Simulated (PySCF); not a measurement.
Species: acetamide, C2H5NO.
Structure used (PBE0-D3(BJ)/def2-TZVP), in Å, numbered top down from 1:
```
atom  x, y, z in Å
C1    -1.068    0.054    0.238
C2     0.247    0.401   -0.416
N3     1.308   -0.335    0.010
O4     0.363    1.280   -1.241
H5    -1.009    0.196    1.320
H6    -1.330   -0.991    0.051
H7    -1.843    0.697   -0.169
H8     2.195   -0.192   -0.442
H9     1.195   -1.128    0.614
```

Level: wB97X-D/pcSseg-2 in PySCF, non-relativistic, on one gas-phase PBE0-D3(BJ)/def2-TZVP geometry that isn't relaxed in the solvent. The solvent is an IEF-PCM continuum (Bondi radii, 1.10 Å for H, scaled by 1.2). Specific hydrogen bonds and non-electrostatic terms are outside this model.

Gas phase at wB97X-D/pcSseg-2: HOMO -9.29 eV, LUMO 1.98 eV, dipole 3.99 D.

Question: What does the continuum do to the energy, the frontier levels and the dipole at wB97X-D/pcSseg-2 in chloroform?

Answer: 
```tsv
solvent	ε	E(solvent) − E(gas) (kcal/mol)	polarisation term (kcal/mol)	distortion of the solute (kcal/mol)	HOMO (eV)	LUMO (eV)	dipole (D)
chloroform	4.711	-6.93	-8.05	1.12	-9.48	2.39	4.90
```

The polarisation term is half the interaction of the solute with the surface charges that it induces; the rest is the cost of distorting the solute's density. The sum is the electrostatic part of solvation alone.

Question: Which radius a makes the point-dipole formula ΔE = −[(ε − 1)/(2ε + 1)]·μ²/a³ give the value in chloroform, with the gas-phase dipole?

Answer: μ = 1.572 au and |ΔE| = 0.01105 Eh give a = 2.28 Å; the farthest nucleus lies 2.24 Å from the centroid of the nuclei. The formula assumes a rigid point dipole at the centre of a sphere.

Question: Give the dipole vector in the frame of the coordinates (D, pointing from negative to positive charge), gas and chloroform.

Answer: Gas (0.30, -3.16, 2.43), solvent (0.40, -3.87, 2.98). Its length changes by +23 % and its direction by less than 1°.

On Arm Neoverse V1, one thread, no GPU, shared host with 32 logical CPUs at a one-minute load of 9.8, this took 16 s of wall time and 1.1 GiB of memory at its peak. This is the whole shielding run at wB97X-D/pcSseg-2 in chloroform, SCF included.

wB97X-D is run here without its empirical dispersion term; that term would change no orbital, density or response property at a fixed geometry.
